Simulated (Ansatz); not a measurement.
# CCSD(T) against full CI for several species

Each species is computed at the geometry given (Å), with frozen cores, in Ansatz 0.2.0: RHF-CCSD(T) for singlets, UHF-CCSD(T) otherwise, and full CI in the same basis. The program picks the determinant by trial CCSD, so it needn't be the lowest Hartree–Fock solution. States: NO Π, AlH Σ⁺ or Δ, HSiAl A''. Cases whose determinant has another symmetry than full CI's state, or whose (Q) step broke down, weren't drawn.

Question: Judging by size, spin and bonding, rank them by the size of CCSD(T)'s error in total energy against full CI in the same basis, smallest first (an estimate).
A. NO, quartet, 6-31G: N 0.000 0.000 0.000; O 0.000 0.000 1.903
B. HSiAl, triplet, 6-31G: Si 0.000 -0.036 1.165; Al 0.000 -0.012 -1.225; H 0.000 1.318 0.315
C. AlH, singlet, cc-pVQZ: Al 0.000 0.000 0.000; H 0.000 0.000 1.519

Answer: C (11.0 meV), B (31.4 meV), A (79.0 meV).

```csv
species,basis,correlated electrons,CCSD(T) − full CI (meV),CCSDT(Q) − full CI (meV),unpaired electrons (full CI),T1,⟨S²⟩ of the determinant
"AlH, singlet",cc-pVQZ,4,11.0,0.3,0.10,0.014,0.00
"HSiAl, triplet",6-31G,8,31.4,0.6,2.09,0.040,2.05
"NO, quartet",6-31G,11,79.0,-13.8,3.58,0.083,4.50
```

Unpaired electrons are Σ n²(2−n)² over natural occupations; an open shell counts its own unpaired electrons too. Frozen cores follow each run's orbitals, which moves totals by a few meV.
